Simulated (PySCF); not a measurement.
# C2H2S (ethynethiol): the cost of one run

Programs: PySCF 2.14.0, with density-fitted response routines of our own. Each step states its level of theory. These are calculated values for one molecule in the gas phase, unless marked as measured. Atoms count from 0, in the outputs and in this text.

## 1. The molecule as given

5 atoms, charge 0, multiplicity 1; geometry from: GFN2-xTB. The atoms were then displaced at random by about 0.01 Å, so the start is not that level's minimum.

Bonds of the start (Å): C0–C1 1.23, C1–S2 1.71, C0–H3 1.06, S2–H4 1.34.

## 2. Optimising the geometry at PBE0-D3(BJ)/def2-SVP

Job settings and geometry (Å):

```
{"job": {"xc": "PBE0", "basis": "def2-SVP", "d3": "d3bj", "grid": 1, "shake": 0.01, "kind": "geom"}, "charge": 0, "multiplicity": 1}
C      1.266200    -0.025480    -0.142120
C      0.061400     0.213220    -0.199810
S     -1.594330     0.631430    -0.265190
H      2.301540    -0.226430    -0.108820
H     -2.001240    -0.626710    -0.460400
```

Run with:

```bash
$ OMP_NUM_THREADS=1 python probes_run.py task.json out
```

One launch serves the whole session: the jobs run in the order shown.

**Question.** How long does this first job take on 1 thread of Arm Neoverse V2, shared host, and how much memory does it need?

About 4.3 s, with a peak of 0.28 GiB.
